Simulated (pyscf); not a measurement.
One insertion on the singlet surface with elements of a group swapped. CCSD(T)/def2-TZVPP + ΔMP2(QZVPP), kJ/mol, from the separated reactants. PySCF, gas phase, ωB97X-D3(BJ)/def2-SVP geometries. MP2 and CC: frozen core, UHF for open shells. ΔMP2 is the change of the MP2 total energy from the triple- to the quadruple-zeta basis.

```csv
step,barrier,reaction energy,imaginary mode (i cm⁻¹)
`[Al][Cl]` [singlet] + `[NH3]` -> `[NH2][AlH][Cl]`,___,___,1497
`[Cl][Ga]` [singlet] + `[NH3]` → `[NH2][GaH][Cl]`,211.2,-41.5,1458
`[F][Ga]` [singlet] + `[NH3]` → `[NH2][GaH][F]`,223.3,-29.9,1435
`[Cl][In]` [singlet] + `[NH3]` → `[NH2][InH][Cl]`,267.4,+70.6,1304
```

**Question.** Fill in the missing entries.

**Answer.** 
- `[Al][Cl]` [singlet] + `[NH3]` -> `[NH2][AlH][Cl]`, barrier: 135.3
- `[Al][Cl]` [singlet] + `[NH3]` -> `[NH2][AlH][Cl]`, reaction energy: -151.2

Row 1: On the reactant side the descent ends in an adduct with a Al–N contact, 57.6 kJ/mol under the separated species and 202.1 kJ/mol under the saddle at ωB97X-D3(BJ)/def2-TZVP. Row 2: On the reactant side the descent ends in a bound adduct, 52.6 kJ/mol under the separated species and 278.0 kJ/mol under the saddle at ωB97X-D3(BJ)/def2-TZVP. Row 3: On the reactant side the descent ends in a bound adduct (not fully relaxed), 48.5 kJ/mol under the separated species and 280.2 kJ/mol under the saddle at ωB97X-D3(BJ)/def2-TZVP. Row 4: On the reactant side the descent ends in a bound adduct (not fully relaxed), 55.4 kJ/mol under the separated species and 333.7 kJ/mol under the saddle at ωB97X-D3(BJ)/def2-TZVP. Each row is the saddle that its search found. The CCSD(T) − MP2 part came from Ansatz, without density fitting, on the same reference. The frozen core leaves the outer d or s,p core shells of the metals and heavy elements correlated in the MP2 and CC values, and def2-TZVPP describes them poorly, which can shift differences by a few kcal/mol. Elements up to Kr have no core potential and no relativistic terms here. Elements past Kr carry the def2 core potentials, without spin-orbit coupling.
